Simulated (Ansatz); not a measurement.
**Si₂H₂ (triplet): wave-function methods side by side, def2-QZVPP**

One table from this session's results is given with a row withheld; the runs are named, their logs left out.

Computed with Ansatz 0.2.0, Gaussian basis. Level: def2-QZVPP, core rule «outside noble gas», up to 10 orbitals frozen.

The runs, in order: UHF; ROHF; CCSD(T) on UHF.

2 further runs of the same task are left out: 2 set aside as unsound or not needed.

### The geometry

The geometry is a PBE0/def2-TZVP stationary point (not a proven minimum) of the parent state, kept for this charge and spin.

4 atoms, charge 0, spin multiplicity 3.

Atoms are counted from 1 here; the program's logs count them from 0.

Bond lengths: Si1–Si2 2.193 Å, Si1–H3 1.488 Å, Si1–H4 1.488 Å. Angles: Si2–Si1–H3 123.8°, Si2–Si1–H4 123.8°, H3–Si1–H4 112.4°.

The first run:

The input, in.yaml:

```yaml
crystal:
  periodic: [false, false, false]
  atoms:
    - {symbol: Si, position_ang: [0.000000, 0.000000, 1.029969]}
    - {symbol: Si, position_ang: [0.000000, 0.000000, -1.163327]}
    - {symbol: H, position_ang: [0.000000, 1.236053, 1.857961]}
    - {symbol: H, position_ang: [0.000000, -1.236053, 1.857961]}
basis:
  gaussian: {orbitals: "def2-QZVPP.json"}
magnetization: {spin_polarized: true, initial_magnetization: 2}
hamiltonian: {xc: hf}
output: {orbitals: {seedname: orbitals}}
```

Run with:

```
> ansatz run in.yaml --threads 1 --pin off --events-out ev --progress --plain --max-ram 4096MiB --backend cpu
```

Steps of the session up to this table: UHF; ROHF; CCSD(T) on UHF.

One table of the session follows, with a row left open; its other results are not shown here.

| method | from UCCSD(T) (meV) |
| --- | --- |
| ROHF | +6829.1 |
| UHF | +6652.0 |
| UMP2 | +1257.3 |
| UCCSD | ? |
| UCCSD(T) | 0 |

**Question.** Estimate the row for UCCSD.

**Answer.** from UCCSD(T) (meV): +296.7. In the column «from UCCSD(T) (meV)» it lies between UCCSD(T) (0) and UMP2 (+1257.3).
